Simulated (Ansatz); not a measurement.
# AlOS: the cost of one run

Computed with Ansatz 0.2.0, Gaussian basis. Level: cc-pVDZ, all electrons in the functionals, frozen cores in the correlation of double hybrids and RPA.

The runs, in order: wB97M-V, B2PLYP, RPA-PBE, at charge 0, doublet; charge 0, quartet; charge 1, singlet; charge 1, triplet; displaced geometry v1; displaced geometry v2.

25 further runs of the same task are left out: 12 for a known fault of the program, 4 that didn't finish, 9 set aside as unsound or not needed. Runs told in other sessions of the task aren't counted.

## (1) The system

The geometry is a PBE0/def2-TZVP stationary point (not a proven minimum).

3 atoms, charge 0, spin multiplicity 2.

Atoms are counted from 1 here; the program's logs count them from 0.

Bond lengths: Al1–O2 1.721 Å, O2–S3 1.597 Å. Angles: Al1–O2–S3 180.0°.

No dispersion term is added; wB97M-V holds VV10 nonlocal correlation.

The geometry shown and the zero of energy belong to the point charge 0, doublet. The yardstick, UCCSDT(Q), and other wave-function levels (R restricted, U unrestricted, valence and pair active spaces) come from earlier runs.

## (2) wB97M-V, charge 0, doublet

Contents of in.yaml:

```yaml
crystal:
  periodic: [false, false, false]
  atoms:
    - {symbol: Al, position_ang: [0.000000, 0.000000, 1.679600]}
    - {symbol: O, position_ang: [0.000000, 0.000000, -0.041100]}
    - {symbol: S, position_ang: [0.000000, 0.000000, -1.638500]}
basis:
  gaussian: {orbitals: cc-pVDZ}
magnetization: {spin_polarized: true, initial_magnetization: 1}
hamiltonian: {xc: {name: wB97M-V}}
output: {forces: true, orbitals: {seedname: orbitals}}
```

Run with:

```bash
> ansatz run in.yaml --threads 1 --pin off --events-out ev --progress --plain --max-ram 2393MiB
```

**Question.** How long does this run take on 1 thread of INTEL XEON PLATINUM 8581C at 2.10GHz, shared host?

About 6 s.
